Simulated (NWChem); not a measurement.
System: acetonitrile (C$_{2}$H$_{3}$N); SMILES CC#N

NWChem printed, in part:

```
             Northwest Computational Chemistry Package (NWChem) 7.3.0
             --------------------------------------------------------

                             Geometry "geometry" -> ""
                             -------------------------

 Output coordinates in angstroms (scale by  1.889725989 to convert to a.u.)

  No.       Tag          Charge          X              Y              Z
 ---- ---------------- ---------- -------------- -------------- --------------
    1 C                    6.0000     0.00000000     0.00000000    -1.16253400
    2 C                    6.0000     0.00000000     0.00000000     0.29067300
    3 N                    7.0000     0.00000000     0.00000000     1.44756300
    4 H                    1.0000     1.01959300     0.15551300    -1.54297900
    5 H                    1.0000    -0.37511800    -0.96075000    -1.54297900
    6 H                    1.0000    -0.64447500     0.80523700    -1.54297900

 Effective nuclear repulsion energy (a.u.)      58.4295723247

  pbe96 is a nonlocal functional; adding pw91lda local functional.

                                 NWChem DFT Module
                                 -----------------

 Summary of "ao basis" -> "ao basis" (spherical)
 ------------------------------------------------------------------------------
       Tag                 Description            Shells   Functions and Types
 ---------------- ------------------------------  ------  ---------------------
 C                          def2-svp                 6       14   3s2p1d
 N                          def2-svp                 6       14   3s2p1d
 H                          def2-svp                 3        5   2s1p

 in cosmo_initialize ...
 calling solv_data for solv:octanol

 solvent parameters
 solvname_short: octanol
 solvname_long:  1-octanol
 dielec:        9.8629
 dielecinf:     2.0435
 nonaqueous SMD model solvent descriptors
 dielec:        9.8629
 sola:          0.3700
 solb:          0.4800
 solc:          0.0000
 solg:         39.0100
 solh:          0.0000
 soln:          1.4295

          ---------------
          -cosmo- solvent
          ---------------
 Cosmo: York-Karplus, doi: 10.1021/jp992097l
 dielectric constant -eps-     =   9.86
 screen = (eps-1)/(eps    )    =   0.89861
 surface charge correction     = lagrangian

   van der Waals surface
 --------------------------

[...]

                                COSMO-SMD solvation results
                                ---------------------------

             internal energy in gas <Psi(g)|H|Psi(g)> =      -132.483530402585
         internal energy in solvent <Psi(s)|H|Psi(s)> =      -132.481282722489
                               delta internal energy  =         0.002247680095 (    1.41 kcal/mol)
   total free energy in solvent <Psi(s)|H+V/2|Psi(s)> =      -132.493332850969
 polarization energy contribution <Psi(s)|V/2|Psi(s)> =        -0.012050128479 (   -7.56 kcal/mol)
    total free energy in solvent including G(SMD-CDS) =      -132.490080204996
                       G(SMD-CDS) energy contribution =         0.003252645973 (    2.04 kcal/mol)
     1 M fixed-concentration free energy of solvation =        -0.006549802411 (   -4.11 kcal/mol)

                       DFT Final Molecular Orbital Analysis
                       ------------------------------------

 Vector    9  Occ=2.000000D+00  E=-3.139003D-01
              MO Center=  2.3D-05, -6.5D-06,  1.6D+00, r^2= 9.8D-01
   Bfn.  Coefficient  Atom+Function         Bfn.  Coefficient  Atom+Function
  ----- ------------  ---------------      ----- ------------  ---------------
    34      0.487695  3 N  pz                31     -0.349128  3 N  s
    30     -0.301101  3 N  s                 37     -0.284645  3 N  pz
    20      0.260348  2 C  pz                16      0.167543  2 C  s
    29     -0.146574  3 N  s                  3     -0.126106  1 C  s
     6     -0.124950  1 C  pz                 9     -0.091080  1 C  pz

 Vector   10  Occ=2.000000D+00  E=-2.940880D-01
              MO Center=  3.5D-02, -3.9D-02,  5.8D-01, r^2= 2.0D+00
   Bfn.  Coefficient  Atom+Function         Bfn.  Coefficient  Atom+Function
  ----- ------------  ---------------      ----- ------------  ---------------
    32      0.354094  3 N  px                18     -0.285356  2 C  px
    33      0.269054  3 N  py                19     -0.216824  2 C  py
    35     -0.213817  3 N  px                21     -0.164284  2 C  px
    36     -0.162458  3 N  py                43      0.162772  4 H  s
    48     -0.158106  5 H  s                  4      0.148584  1 C  px

 Vector   11  Occ=2.000000D+00  E=-2.940720D-01
              MO Center= -3.5D-02,  3.9D-02,  5.8D-01, r^2= 2.0D+00
   Bfn.  Coefficient  Atom+Function         Bfn.  Coefficient  Atom+Function
  ----- ------------  ---------------      ----- ------------  ---------------
    33      0.354080  3 N  py                19     -0.285301  2 C  py
    32     -0.269042  3 N  px                18      0.216783  2 C  px
    36     -0.213816  3 N  py                53      0.185327  6 H  s
    22     -0.164259  2 C  py                35      0.162467  3 N  px
     5      0.148690  1 C  py                21      0.124804  2 C  px

 Vector   12  Occ=0.000000D+00  E= 3.353217D-04
              MO Center=  5.5D-02, -4.5D-02,  3.8D-01, r^2= 2.4D+00
   Bfn.  Coefficient  Atom+Function         Bfn.  Coefficient  Atom+Function
  ----- ------------  ---------------      ----- ------------  ---------------
    44      0.453763  4 H  s                 21     -0.446144  2 C  px
    35      0.441470  3 N  px                18     -0.410266  2 C  px
    49     -0.400191  5 H  s                 32     -0.370824  3 N  px
    22     -0.284224  2 C  py                36      0.281237  3 N  py
    19     -0.261357  2 C  py                33     -0.236227  3 N  py

[...]
```

Level: PBE/def2-SVP, SMD on the gas-phase geometry. All runs use the structure optimised with PBE0/def2-SVP. Solvent: 1-octanol.

Question: Write an input that gives this output.

Answer: One answer among several that fit: the input that was run:
```
start job
memory heap 200 mb stack 900 mb global 1100 mb
geometry units angstroms noautosym nocenter noautoz
  C      0.000000     0.000000    -1.162534
  C      0.000000     0.000000     0.290673
  N      0.000000     0.000000     1.447563
  H      1.019593     0.155513    -1.542979
  H     -0.375118    -0.960750    -1.542979
  H     -0.644475     0.805237    -1.542979
end
basis spherical
  C library def2-svp
  N library def2-svp
  H library def2-svp
end
dft
  xc xpbe96 cpbe96
  iterations 150
end
cosmo
  do_cosmo_smd true
  solvent octanol
end
task dft energy
```
